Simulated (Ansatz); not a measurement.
# BClO: small, medium and large basis sets

How large a basis does BClO need? Two functionals and correlated methods are run in growing sets.

Method: one geometry, several basis sets; program: Ansatz 0.2.0, Gaussian basis.

The runs, in order: PBE0-D4/def2-SVP; ωB97M-V/def2-SVP; PBE0-D4/def2-QZVPP; ωB97M-V/def2-QZVPP; CCSD(T)/cc-pV(D+d)Z; CCSD(T)/cc-pV(T+d)Z; CCSD(T)/cc-pV(Q+d)Z; the functionals' def2-TZVPP values are taken from earlier runs.

## Step 1: The geometry

The geometry comes from an earlier relaxation with PBE0-D4/def2-TZVP; it is a stationary point.

SMILES `O=BCl`, 3 atoms, charge 0, spin multiplicity 1.

Atoms are counted from 1 here; the program's logs count them from 0.

Bond lengths: O1–B2 1.204 Å, B2–Cl3 1.680 Å. Angles: O1–B2–Cl3 180.0°.

## Step 2: PBE0-D4 in def2-SVP

The input, in.yaml:

```yaml
crystal:
  periodic: [false, false, false]
  atoms:
    - {symbol: O, position_ang: [1.035555, 0.615451, 0.636797]}
    - {symbol: B, position_ang: [0.120859, 0.071677, 0.074303]}
    - {symbol: Cl, position_ang: [-1.156414, -0.687118, -0.711100]}
basis:
  gaussian: {orbitals: def2-SVP}
hamiltonian: {xc: pbe0, dispersion: d4}
output: {orbitals: {seedname: orbitals}}
```

On the command line:

```console
$ ansatz run in.yaml --threads 2 --pin off --events-out ev --progress --plain --max-ram 32768MiB --backend cpu
```

The runs that follow: ωB97M-V in def2-SVP; PBE0-D4 in def2-QZVPP; ωB97M-V in def2-QZVPP; CCSD(T) in cc-pV(D+d)Z; CCSD(T) in cc-pV(T+d)Z; CCSD(T) in cc-pV(Q+d)Z.

Before running them: what should the planned runs give, taken together? Wanted: MP2 correlation recovered, cc-pV(D+d)Z; MP2 correlation recovered, cc-pV(T+d)Z; MP2 correlation recovered, cc-pV(Q+d)Z; CCSD(T) limit from def2 sets; PBE0-D4: double and triple zeta above quadruple; ωB97M-V: double and triple zeta above quadruple.

The runs gave:

| quantity | value |
| --- | --- |
| MP2 correlation recovered, cc-pV(D+d)Z | 68.4 % |
| MP2 correlation recovered, cc-pV(T+d)Z | 87.3 % |
| MP2 correlation recovered, cc-pV(Q+d)Z | 94.7 % |
| CCSD(T) limit from def2 sets (earlier runs) minus this one | -41 meV |
| PBE0-D4: double and triple zeta above quadruple | 7.97, 0.52 eV |
| ωB97M-V: double and triple zeta above quadruple | 7.95, 0.49 eV |

For PBE0-D4 the step from double to triple zeta gains 7.45 eV and the next only 0.52 eV. In cc-pV(D+d)Z MP2 holds 68 % of its limit, in cc-pV(Q+d)Z 95 %, while Hartree-Fock is within 0.091 eV in the largest set. A limit from the def2 sets, made apart, differs by 41 meV, a least measure of the doubt on such a limit. Total energies overstate the basis error of differences, where much of it tends to cancel. The LUMO of ωB97M-V is positive and keeps falling with the basis (2.44 to 1.16 eV): an unbound level that the basis holds in place.
